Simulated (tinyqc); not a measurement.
Worked calculation (part 2 of 2): RKS/exchange-only LDA in the sto-6g basis, for H2O, spin multiplicity 1. Computed by tinyqc, a small Python program that keeps every step (integrals from PySCF). Command: `OMP_NUM_THREADS=1 python tinyqc.py 25341 25342 out.jsonl` (the two numbers bound the seeds that draw the settings). One thread of a shared host (Intel(R) Xeon(R) Processor @ 2.60GHz), about 0.4 s of CPU time with the checks.

Geometry (angstrom):

| atom | x | y | z |
|---|---|---|---|
| O | 0.0000 | 0.0000 | 0.0000 |
| H | 0.0000 | 0.7210 | 0.5380 |
| H | 0.0000 | -0.7210 | 0.5380 |

## Iteration 2: diagonalisation and new density

Kohn-Sham matrix F (hartree):
```
           1O 1s    1O 2s   1O 2px   1O 2py   1O 2pz    2H 1s    3H 1s
1O 1s   -18.4572  -4.5633   0.0035   0.0025  -0.0016  -1.2449  -1.2454
1O 2s    -4.5633  -1.8392   0.0164   0.0201  -0.1080  -0.7946  -0.8162
1O 2px    0.0035   0.0164  -0.0765  -0.0190  -0.0020   0.0021   0.0100
1O 2py    0.0025   0.0201  -0.0190  -0.2138   0.0156  -0.2178   0.2540
1O 2pz   -0.0016  -0.1080  -0.0020   0.0156  -0.1596  -0.2018  -0.2205
2H 1s    -1.2449  -0.7946   0.0021  -0.2178  -0.2018  -0.3626  -0.3338
3H 1s    -1.2454  -0.8162   0.0100   0.2540  -0.2205  -0.3338  -0.4427
```

X:
```
          1O 1s    1O 2s  1O 2px   1O 2py   1O 2pz    2H 1s    3H 1s
1O 1s    1.0230  -0.1417  0.0000   0.0000  -0.0103   0.0210   0.0210
1O 2s   -0.1417   1.3012  0.0000   0.0000   0.1317  -0.3375  -0.3375
1O 2px   0.0000   0.0000  1.0000   0.0000   0.0000   0.0000   0.0000
1O 2py   0.0000   0.0000  0.0000   1.1381   0.0000  -0.2627   0.2627
1O 2pz  -0.0103   0.1317  0.0000   0.0000   1.0619  -0.1591  -0.1591
2H 1s    0.0210  -0.3375  0.0000  -0.2627  -0.1591   1.2574  -0.1027
3H 1s    0.0210  -0.3375  0.0000   0.2627  -0.1591  -0.1027   1.2574
```

D after iteration 1:
```
          1O 1s    1O 2s   1O 2px   1O 2py   1O 2pz    2H 1s    3H 1s
1O 1s    2.0926  -0.5992   0.0598   0.0162   0.0760  -0.0113   0.1869
1O 2s   -0.5992   2.8293  -0.0842  -0.0681   0.3896  -0.8660  -0.6558
1O 2px   0.0598  -0.0842   1.3599  -0.4803  -0.0861   0.4686  -0.1155
1O 2py   0.0162  -0.0681  -0.4803   1.7080   0.0754  -0.1763   0.4451
1O 2pz   0.0760   0.3896  -0.0861   0.0754   1.6689  -0.0312  -0.6319
2H 1s   -0.0113  -0.8660   0.4686  -0.1763  -0.0312   1.3934   0.1167
3H 1s    0.1869  -0.6558  -0.1155   0.4451  -0.6319   0.1167   1.4426
```

overlap S:
```
         1O 1s   1O 2s  1O 2px   1O 2py  1O 2pz   2H 1s    3H 1s
1O 1s   1.0000  0.2311  0.0000   0.0000  0.0000  0.0632   0.0632
1O 2s   0.2311  1.0000  0.0000   0.0000  0.0000  0.5152   0.5152
1O 2px  0.0000  0.0000  1.0000   0.0000  0.0000  0.0000   0.0000
1O 2py  0.0000  0.0000  0.0000   1.0000  0.0000  0.3301  -0.3301
1O 2pz  0.0000  0.0000  0.0000   0.0000  1.0000  0.2463   0.2463
2H 1s   0.0632  0.5152  0.0000   0.3301  0.2463  1.0000   0.2790
3H 1s   0.0632  0.5152  0.0000  -0.3301  0.2463  0.2790   1.0000
```

Diagonalise F' = X^T F X, C = X C', fill 5 alpha and 5 beta electrons from the bottom; D = 2 C_occ C_occ^T; the new density keeps 0.5 of the old one (damping). Each column has its largest component positive (the first on a tie).

F' = X^T F X (hartree):
```
          1        2        3        4        5        6        7
1  -18.1296  -2.3944   0.0015   0.0006  -0.0161  -0.2413  -0.2397
2   -2.3944  -0.7953   0.0164   0.0168   0.0523  -0.3916  -0.3880
3    0.0015   0.0164  -0.0765  -0.0196  -0.0020   0.0015   0.0023
4    0.0006   0.0168  -0.0196  -0.0043   0.0126  -0.3053   0.3131
5   -0.0161   0.0523  -0.0020   0.0126  -0.0669  -0.1917  -0.1982
6   -0.2413  -0.3916   0.0015  -0.3053  -0.1917   0.1184  -0.1048
7   -0.2397  -0.3880   0.0023   0.3131  -0.1982  -0.1048   0.0327
```

orbital energies (hartree): MO1 -18.4635, MO2 -0.8122, MO3 -0.3595, MO4 -0.1867, MO5 -0.0751, MO6 0.4314, MO7 0.5442

coefficients C:
```
            MO1      MO2      MO3      MO4      MO5      MO6      MO7
1O 1s    0.9950  -0.2224  -0.0256   0.0957  -0.0091   0.1301   0.0380
1O 2s    0.0247   0.8065   0.1173  -0.5174   0.0405  -0.9709  -0.2858
1O 2px  -0.0002  -0.0205   0.0486   0.0764   0.9954  -0.0152   0.0163
1O 2py  -0.0002  -0.0372   0.6445   0.0727  -0.0176   0.2908  -0.9625
1O 2pz   0.0034   0.1402  -0.0544   0.8037  -0.0636  -0.6976  -0.1907
2H 1s   -0.0066   0.1357   0.3741   0.2606  -0.0452   0.5660   1.1187
3H 1s   -0.0067   0.1955  -0.4239   0.2170   0.0347   1.0625  -0.6364
```

D after iteration 2:
```
          1O 1s    1O 2s   1O 2px   1O 2py   1O 2pz    2H 1s    3H 1s
1O 1s    2.0956  -0.5073   0.0312   0.0068   0.0891  -0.0266   0.0746
1O 2s   -0.5073   2.3488  -0.0522  -0.0268  -0.1169  -0.4166  -0.3310
1O 2px   0.0312  -0.0522   1.6795  -0.2200  -0.0505   0.2246  -0.0312
1O 2py   0.0068  -0.0268  -0.2200   1.2764   0.0570   0.1677  -0.0428
1O 2pz   0.0891  -0.1169  -0.0505   0.0570   1.5071   0.1954  -0.0933
2H 1s   -0.0266  -0.4166   0.2246   0.1677   0.1954   0.9251  -0.0187
3H 1s    0.0746  -0.3310  -0.0312  -0.0428  -0.0933  -0.0187   0.9875
```

## Iteration 30 (converged): orbitals

converged F (hartree):
```
           1O 1s    1O 2s  1O 2px   1O 2py   1O 2pz    2H 1s    3H 1s
1O 1s   -18.4210  -4.5558  0.0000   0.0000  -0.0255  -1.2442  -1.2442
1O 2s    -4.5558  -1.7858  0.0000   0.0000  -0.1960  -0.8000  -0.8000
1O 2px    0.0000   0.0000  0.0038   0.0000   0.0000   0.0000   0.0000
1O 2py    0.0000   0.0000  0.0000  -0.1850   0.0000  -0.2375   0.2375
1O 2pz   -0.0255  -0.1960  0.0000   0.0000  -0.1087  -0.2399  -0.2399
2H 1s    -1.2442  -0.8000  0.0000  -0.2375  -0.2399  -0.4256  -0.3373
3H 1s    -1.2442  -0.8000  0.0000   0.2375  -0.2399  -0.3373  -0.4256
```

Diagonalise F' = X^T F X, C = X C', fill 5 alpha and 5 beta electrons from the bottom; D = 2 C_occ C_occ^T. Each column has its largest component positive (the first on a tie).

F' = X^T F X (hartree):
```
          1        2       3        4        5        6        7
1  -18.0926  -2.3997  0.0000   0.0000  -0.0308  -0.2380  -0.2380
2   -2.3997  -0.7456  0.0000   0.0000  -0.0347  -0.3803  -0.3803
3    0.0000   0.0000  0.0038   0.0000   0.0000   0.0000   0.0000
4    0.0000   0.0000  0.0000   0.0322   0.0000  -0.3136   0.3136
5   -0.0308  -0.0347  0.0000   0.0000  -0.0151  -0.2036  -0.2036
6   -0.2380  -0.3803  0.0000  -0.3136  -0.2036   0.0475  -0.1031
7   -0.2380  -0.3803  0.0000   0.3136  -0.2036  -0.1031   0.0475
```

orbital energies (hartree): MO1 -18.4275, MO2 -0.8026, MO3 -0.3560, MO4 -0.0894, MO5 0.0038, MO6 0.4106, MO7 0.5388

coefficients C:
```
            MO1      MO2      MO3      MO4     MO5      MO6      MO7
1O 1s    0.9949  -0.2131   0.0000   0.1228  0.0000  -0.1317   0.0000
1O 2s    0.0252   0.7579   0.0000  -0.6340  0.0000   0.9907   0.0000
1O 2px   0.0000   0.0000   0.0000   0.0000  1.0000   0.0000   0.0000
1O 2py   0.0000   0.0000   0.6116   0.0000  0.0000   0.0000   1.0292
1O 2pz   0.0050   0.2285   0.0000   0.7700  0.0000   0.7420   0.0000
2H 1s   -0.0071   0.1829   0.4358   0.2437  0.0000  -0.8446  -0.8966
3H 1s   -0.0071   0.1829  -0.4358   0.2437  0.0000  -0.8446   0.8966
```

D after iteration 30:
```
          1O 1s    1O 2s  1O 2px   1O 2py   1O 2pz    2H 1s    3H 1s
1O 1s    2.1006  -0.4287  0.0000   0.0000   0.1017  -0.0322  -0.0322
1O 2s   -0.4287   1.9540  0.0000   0.0000  -0.6298  -0.0321  -0.0321
1O 2px   0.0000   0.0000  2.0000   0.0000   0.0000   0.0000   0.0000
1O 2py   0.0000   0.0000  0.0000   0.7482   0.0000   0.5331  -0.5331
1O 2pz   0.1017  -0.6298  0.0000   0.0000   1.2904   0.4589   0.4589
2H 1s   -0.0322  -0.0321  0.0000   0.5331   0.4589   0.5657  -0.1940
3H 1s   -0.0322  -0.0321  0.0000  -0.5331   0.4589  -0.1940   0.5657
```

## Convergence

Stop when the energy changes by less than 1e-08 hartree and every element of the error matrix X^T (F D S - S D F) X is below 3e-05.

Course of the cycle:

| iteration | E (hartree) | change | largest element of the error matrix |
|---|---|---|---|
| 1 | -70.685745 | - | 4.60e+00 |
| 2 | -72.807631 | -2.12e+00 | 2.27e+00 |
| 3 | -73.795015 | -9.87e-01 | 1.13e+00 |
| 4 | -74.276518 | -4.82e-01 | 5.62e-01 |
| 5 | -74.514565 | -2.38e-01 | 2.80e-01 |
| 6 | -74.632970 | -1.18e-01 | 1.39e-01 |
| 7 | -74.692029 | -5.91e-02 | 6.93e-02 |
| 8 | -74.721524 | -2.95e-02 | 3.46e-02 |
| 9 | -74.736263 | -1.47e-02 | 1.74e-02 |
| 10 | -74.743631 | -7.37e-03 | 8.72e-03 |
| 11 | -74.747315 | -3.68e-03 | 4.38e-03 |
| 12 | -74.749156 | -1.84e-03 | 2.20e-03 |
| 13 | -74.750077 | -9.21e-04 | 1.10e-03 |
| 14 | -74.750537 | -4.60e-04 | 5.52e-04 |
| ... | ... | ... | ... |
| 17 | -74.750940 | -5.75e-05 | 6.97e-05 |
| 18 | -74.750969 | -2.88e-05 | 3.50e-05 |
| 19 | -74.750983 | -1.44e-05 | 1.75e-05 |
| 20 | -74.750990 | -7.19e-06 | 8.79e-06 |
| 21 | -74.750994 | -3.60e-06 | 4.41e-06 |
| 22 | -74.750996 | -1.80e-06 | 2.21e-06 |
| 23 | -74.750997 | -8.99e-07 | 1.11e-06 |
| 24 | -74.750997 | -4.50e-07 | 5.56e-07 |
| 25 | -74.750997 | -2.25e-07 | 2.79e-07 |
| 26 | -74.750997 | -1.12e-07 | 1.40e-07 |
| 27 | -74.750998 | -5.62e-08 | 7.01e-08 |
| 28 | -74.750998 | -2.81e-08 | 3.52e-08 |
| 29 | -74.750998 | -1.40e-08 | 1.76e-08 |
| 30 | -74.750998 | -7.02e-09 | 8.84e-09 |

PySCF RKS in the same basis, fine grid = -74.749407 hartree

Converged in 30 iterations. The coarse grid moves the energy by -1.59e-03 hartree.

## Populations, bond orders and dipole

Mulliken: Z minus the diagonal of D S on the atom; Loewdin: the same with S^(1/2) D S^(1/2); Mayer order: 2 sum_s sum (D(s) S)_ij (D(s) S)_ji over the two atoms.

Charges (e):

| atom | Mulliken | Loewdin |
|---|---|---|
| 1O | -0.4359 | -0.2939 |
| 2H | 0.2180 | 0.1470 |
| 3H | 0.2180 | 0.1470 |

Mayer bond orders:

| pair | order |
|---|---|
| 2-1 | 0.9386 |
| 3-1 | 0.9386 |
| 3-2 | 0.0139 |

dipole moment about the origin, x y z (debye): 0.0000  0.0000  1.7701
